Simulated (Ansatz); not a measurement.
Results of PBE+SOC (Ansatz, a program for electronic structure, plane waves, PAW) for CsCl-type TlCl.

Run with plane-wave cutoff 520 eV, 10×10×10 k mesh, Fermi–Dirac smearing 0.01 eV, PAW data made under PBE.

A third-order Birch–Murnaghan fit to the energies gives V0 = 29.446 Å³/atom, B0 = 22.5 GPa, B′ = 5.1.

```tsv
V (Å³/atom)	P (GPa)
27.679	1.630
28.268	1.019
28.857	(withheld)
29.446	0.000
30.035	-0.423
30.623	(withheld)
31.212	-1.129
```

Q: Estimate the withheld pressures from this fit; the answers are the runs' own values.

A: 
- 28.857, P (GPa): 0.479
- 30.623, P (GPa): -0.798

The formula P = (3/2) B0 (x^(7/3) − x^(5/3)) [1 + (3/4)(B′ − 4)(x^(2/3) − 1)] with x = V0/V meets the computed pressures within 0.01 GPa when these rounded values are put in.

Measured, for comparison: equilibrium volume per atom 28.35 Å³/atom (temperature not stated, not corrected to a static lattice; as tabulated in Wikipedia's data pages). Computed (rounded) less measured: equilibrium volume per atom +3.9 %.

Static lattice: no zero-point or thermal effects.

Computing time: around 4 core-minutes (rough).
